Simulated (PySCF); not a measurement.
**NaCl: a composite coupled-cluster calculation**

State: ¹Σ⁺, singlet, closed shell. De refers to Na + Cl. RHF-based CCSD(T) in PySCF 2.14 with Na cc-pCVDZ, Cl aug-cc-pV(D+d)Z and Na cc-pCVTZ, Cl aug-cc-pV(T+d)Z (frozen core orbitals: 6; no relativity). Correlation energies are extrapolated as n⁻³ (n = 2, 3), Hartree–Fock as (n+1)·exp(−9√n). CV is the change on freezing 2 orbitals instead, in Na cc-pCVTZ, Cl cc-pwCVTZ. SR is the spin-free X2C energy in Na cc-pCVTZ-DK, Cl cc-pVTZ-DK less the non-relativistic one in Na cc-pCVTZ, Cl cc-pVTZ.

```csv
Level,Re (Å),ωe (cm⁻¹),ωexe (cm⁻¹),αe (cm⁻¹),De (eV)
CCSD(T)/DZ,2.4108,346.1,1.74,0.00160,3.997
CCSD(T)/TZ,2.3848,354.9,1.72,0.00159,4.103
HF/CBS,2.3916,356.8,1.74,0.00158,3.032
MP2/CBS,2.3759,357.9,1.73,0.00160,4.297
CCSD/CBS,2.3760,359.0,1.72,0.00160,4.060
CCSD(T)/CBS,2.3771,357.7,1.72,0.00160,4.163
CCSD(T)/CBS+CV,2.3755,358.1,1.72,0.00160,4.169
CCSD(T)/CBS+CV+SR,2.3740,358.1,1.72,0.00160,4.153
```

**Question.** How much is left between CCSD(T)/TZ and the basis-set limit, and how much do the triples give at the limit?

**Answer.** CCSD(T)/CBS less CCSD(T)/TZ: -7.7 mÅ in Re, +2.8 cm⁻¹ in ωe and +0.060 eV in De. CCSD(T)/CBS less CCSD/CBS: +1.1 mÅ in Re, -1.3 cm⁻¹ in ωe and +0.103 eV in De.

**Question.** What do the later terms add?

**Answer.** CV: -1.6 mÅ in Re, +0.4 cm⁻¹ in ωe and +0.006 eV in De; SR: -1.5 mÅ in Re, +0.0 cm⁻¹ in ωe and -0.016 eV in De, each against the row above.

The T1 diagnostic is 0.007. The open-shell atoms are computed with UHF. Spin–orbit coupling, excitations beyond (T) and corrections to the Born–Oppenheimer picture are left out.

The whole job (state search and all basis sets along the bond) took about 6.3 min on 4 threads of Intel Xeon Platinum 8488C (shared host), peak memory 4.3 GiB.
